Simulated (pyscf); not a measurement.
Single points on ωB97X-D3(BJ)/def2-SVP structures (PySCF, gas phase). Correlated levels are frozen-core, on RHF or UHF. ΔMP2 is the change of the MP2 total energy from the triple- to the quadruple-zeta basis.

### Question
PBE/def2-TZVP puts the barrier of `[OH][AsH2]` + `[H]` [doublet] → `[AsH2]` [doublet] + `[OH2]` (substitution at O; doublet surface; As–O broken, H–O formed) at 1.1 kcal/mol and the reaction energy at -38.8 kcal/mol, from the separated reactants. What do r²SCAN/def2-TZVP, PBE0-D3(BJ)/def2-TZVP, CCSD(T)/def2-TZVPP + ΔMP2(QZVPP) give on the same structures?

### Answer
r²SCAN: ΔE‡ = 2.0 kcal/mol, ΔE = -41.4 kcal/mol; PBE0-D3(BJ): ΔE‡ = 6.0 kcal/mol, ΔE = -40.3 kcal/mol; CCSD(T): ΔE‡ = 10.0 kcal/mol, ΔE = -43.5 kcal/mol. PBE's barrier lies under all of them, by 0.9 to 8.9 kcal/mol. Its reaction energy lies over all of them, by 1.5 to 4.7 kcal/mol. One saddle was located; it need not be the lowest between these sides. The angle at the attacked O is 152°. The CCSD(T) − MP2 part came from Ansatz, without density fitting, on the same reference. The frozen core leaves the outer d or s,p core shells of the metals and heavy elements correlated in the MP2 and CC values, and def2-TZVPP describes them poorly, which can shift differences by a few kcal/mol. Elements up to Kr have no core potential and no relativistic terms here.
